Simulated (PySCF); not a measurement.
Compound: F2H2P2.
SMILES with atom numbers: `[F:1][P:2]([F:3])[PH2:4]` (hydrogens: H5, H6 on P4)

Computed with core-valence-separated Tamm–Dancoff BHandHLYP/aug-pcX-1 (pcseg-1 on H, def2-SVPD on P) in PySCF, non-relativistic, gas phase, PBE0-D3(BJ)/def2-SVP geometry.

Computed fluorine K-edge spectrum, Gaussian lines of 0.4 eV full width, highest printed point 100; it ends one width below the last computed root. Absolute energies from this functional tend to lie a few eV below measured edges; no shift was applied.

```
photon energy (eV)  absorption
             684.0           0
             684.1           3
             684.2          11
             684.3          32
             684.4          67
             684.5          97
             684.6         100
             684.7          73
             684.8          38
             684.9          14
             685.0           4
             685.1           1
             685.2           3
             685.3           9
             685.4          23
             685.5          38
             685.6          46
             685.7          40
             685.8          24
             685.9          10
             686.0           3
             686.1           1
             686.2           0
             686.3           0
             686.4           0
             686.5           0
             686.6           2
             686.7           8
             686.8          19
             686.9          34
             687.0          43
             687.1          39
             687.2          25
             687.3          13
             687.4          10
             687.5          16
             687.6          24
             687.7          28
             687.8          22
             687.9          13
             688.0           6
             688.1           3
             688.2           3
             688.3           3
             688.4           3
```

Assign the maxima to core holes.

4 maxima:
- 684.6 eV: F1/F3 (phosphorus-bound fluorine), 684.56 eV, f = 0.047, sum of 2, 100 % of the height at the exact maximum
- 685.6 eV: F1/F3 (phosphorus-bound fluorine), 685.60 eV, f = 0.021, sum of 2, 100 % of the height at the exact maximum
- 687.0 eV: F1/F3 (phosphorus-bound fluorine), 687.02 eV, f = 0.020, sum of 2, 100 % of the height at the exact maximum
- 687.7 eV: F1/F3 (phosphorus-bound fluorine), 687.69 eV, f = 0.013, sum of 2, 100 % of the height at the exact maximum

Roots within 0.03 eV on the same or equivalent atoms count as one line; shares under 12 % aren't listed.

Vibrational structure and lifetime widths aren't in the curve. The ionisation threshold wasn't computed; near and above it a finite basis only mimics Rydberg series and continuum.

On one thread of an AMD EPYC 9R45, no GPU, shared host with 96 logical CPUs at a one-minute load of 34, this took 1.5 s of wall time and 0.50 GiB of memory at its peak.

The values belong to the conformer `[F:1][P:2]([F:3])[PH2:4]`: H–P4–P2–F1 174°, H–P4–P2–F1 81°.
